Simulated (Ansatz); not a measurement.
# Several solutions for doublet C₂H

```xyz
3

H     0.0000    0.0000   -1.0500
C     0.0000    0.0000    0.0000
C     0.0000    0.0000    1.4640
```

Basis set: 6-31G (spherical functions). Charge 0, multiplicity 2.

UHF was run from several starts with Ansatz (development build ahead of 0.2.0).

| run | program | start | converged | energy (hartree) | <S²> |
| --- | --- | --- | --- | --- | --- |
| A | Ansatz | stability test followed | yes | -76.08055 | 1.25 |
| B | Ansatz | atomic start, no search | yes | -76.08054 | 1.24 |
| C | Ansatz | search for the lowest state | yes | -76.08580 | 2.08 |

(1) Which runs reached the lowest solution of this kind, and what is wrong with the others?

Answers

(1) C reached the lowest solution found. Converged but too high: A by 0.14 eV, B by 0.14 eV. Convergence only shows a stationary point, and even a stable one can lie too high; stability tests and further starts are what find lower ones. Caution: the unrestricted determinant is a mixture of spin states.
